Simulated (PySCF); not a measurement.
**Assigning NMR signals**

Molfile (atoms numbered from 1):
```
C4H4O
     RDKit          3D

  9  8  0  0  0  0  0  0  0  0999 V2000
    2.1510    0.6415   -0.1024 C   0  0  0  0  0  0  0  0  0  0  0  0
    1.1322    0.0420    0.1085 C   0  0  0  0  0  0  0  0  0  0  0  0
   -0.0728   -0.7054    0.3726 C   0  0  0  0  0  0  0  0  0  0  0  0
   -1.3194    0.0228   -0.0604 C   0  0  0  0  0  0  0  0  0  0  0  0
   -0.0634   -1.7966    0.8848 O   0  0  0  0  0  0  0  0  0  0  0  0
    3.0358    1.1758   -0.2923 H   0  0  0  0  0  0  0  0  0  0  0  0
   -1.3856    0.9754    0.4624 H   0  0  0  0  0  0  0  0  0  0  0  0
   -1.2669    0.2304   -1.1278 H   0  0  0  0  0  0  0  0  0  0  0  0
   -2.1974   -0.5798    0.1566 H   0  0  0  0  0  0  0  0  0  0  0  0
  1  2  3  0
  2  3  1  0
  3  4  1  0
  3  5  2  0
  1  6  1  0
  4  7  1  0
  4  8  1  0
  4  9  1  0
M  END
```

PySCF calculation with coordinates at the GFN2-xTB level, spin–spin couplings from B3LYP/pcJ-1 and GIAO PBE0/pcSseg-1 shieldings; fast rotation and ring inversion assumed for equivalent nuclei, gas phase, no relativistic terms, single conformer.

δ = σ(ref) − σ, references computed at the same level: TMS for $^{13}$C and $^{1}$H.

Task: Assign these signals to the numbered atoms. $^{13}$C{$^{1}$H} NMR (computed): δ 187.6, 86.1, 84.4, 36.7.

Result: 
187.6 → C3, carbonyl carbon of an ynone
86.1 → C1, terminal alkyne carbon: the triple bond shields along its axis, which puts it between sp3 and sp2 carbons
84.4 → C2, alkyne carbon: the triple bond shields along its axis, which puts it between sp3 and sp2 carbons
36.7 → C4, methyl carbon α to a carbonyl: the adjacent C=O deshields it moderately

C1 and C2 lie closer than the usual error of such a calculation, so a measured spectrum could show them in the other order.

Task: Assign these signals to the numbered atoms. $^{1}$H NMR (600 MHz, computed): δ 2.70 (s, 1H), 2.37 (s, 3H).

Result: 
2.70 → H6, hydrogen on a terminal alkyne carbon: it lies on the axis of the triple bond, in its shielding cone
2.37 → H7/H8/H9, hydrogen on a methyl carbon α to a carbonyl: α to C=O

Shifts are as computed. Against solution values, carbons near 30 ppm lie about +3 ppm off and those near 130 ppm about +5 ppm. Of 1211 compounds with measured shifts, 218 miss one by over three times the rms of a fit or turn the order of signals round; such compounds aren't used in these exercises.
